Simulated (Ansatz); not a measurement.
`CC(C)(O)Cl` + H₂ → `CC(O)Cl` + CH₄ at 400 K and 1 bar (hydrogenolysis of a C–C bond).

Gas-phase electronic energies from Ansatz, PBE0-D4/def2-TZVP geometries. CCSD(T)/CBS is the MP2 limit (def2-TZVPP, def2-QZVPP) plus CCSD(T) − MP2 in def2-TZVPP, frozen cores. This one scheme is used for every species. Each species was taken in one conformer, which may not be the lowest.

```csv
species,CCSD(T)/CBS energy (Eh),H − E (kJ/mol),S (J/(mol·K))
`CC(C)(O)Cl`,-653.33667,290.4,355.5
H₂,-1.17544,38.0,139.0
`CC(O)Cl`,-614.06791,211.8,322.1
CH₄,-40.46206,131.3,197.2
```

H − E and S are ideal-gas, rigid-rotor, harmonic terms from PBE0-D4/def2-TZVP, for one conformer and one mirror image of each species. For small species the MP2-based limit differs from directly extrapolated CCSD(T) by up to some mEh (0.8 for H₂); such offsets cancel only in part. 1 Eh = 2625.50 kJ/mol, R = 8.31446 J/(mol·K).

Question: By hand: ΔE, ΔH, ΔS and ΔG.

Answer: ΔE = (-614.06791) + (-40.46206) − (-653.33667) − (-1.17544) = -0.01786 Eh = -46.9 kJ/mol. Δ(H − E) = 211.8 + 131.3 − 290.4 − 38.0 = 14.7, so ΔH = -32.2 kJ/mol. ΔS = 322.1 + 197.2 − 355.5 − 139.0 = 24.8 J/(mol·K). ΔG = -32.2 − 400 × (24.8)/1000 = -42.1 kJ/mol.

Question: By hand: the equilibrium constant, and the temperature at which ΔG would vanish if ΔH and ΔS stayed fixed.

Answer: log₁₀ K = −ΔG/(RT ln 10) = 5.5. ΔH and −TΔS have one sign here, so there is no such temperature.

ΔH outweighs TΔS. A doubt of 5 kJ/mol in ΔE shifts log₁₀ K by 0.7 here. Other conformers and mirror images would add mixing entropy, several J/(mol·K) or more a flexible species. These are equilibria of isolated gas molecules and say nothing of rates. Largest T1 diagnostic: 0.010 (customary marks: 0.02 for closed shells, 0.045 for open ones).
